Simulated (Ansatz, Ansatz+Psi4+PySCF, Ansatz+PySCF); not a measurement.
```yaml
atoms:
  - { symbol: C, position_ang: [-1.3950, -0.4497, 0.0007] }
  - { symbol: C, position_ang: [-0.4358, 0.7141, 0.0020] }
  - { symbol: N, position_ang: [1.9276, -0.3784, 0.0030] }
  - { symbol: H, position_ang: [-1.2001, -1.1209, -0.8357] }
  - { symbol: H, position_ang: [-1.3221, -1.0279, 0.9218] }
  - { symbol: H, position_ang: [-2.4287, -0.1053, -0.0893] }
  - { symbol: H, position_ang: [-0.4177, 1.3085, -0.9072] }
  - { symbol: H, position_ang: [-0.4411, 1.3291, 0.8975] }
  - { symbol: H, position_ang: [0.8285, 0.1806, -0.0286] }
  - { symbol: H, position_ang: [2.4726, 0.4981, 0.0039] }
```

Basis set: cc-pVTZ (spherical functions). Frozen core: 3 orbitals. Correlation on ROHF uses semicanonical orbitals with singles. Charge 0, multiplicity 3.

Computed with Ansatz (development build ahead of 0.2.0); each method stands on the lowest determinant of its kind that the runs found.

The atomization energy at this shape (free ground-state atoms in the same class of orbitals less the molecule, no zero-point energy) of triplet C₂H₇N:

| method | atomization energy |
| --- | --- |
| ROHF-MP2 | 32.85 eV |
| UHF-MP2 | 32.64 eV |
| UHF | 24.43 eV |

**Question.** What does ROHF give?

**Answer.** 24.26 eV.
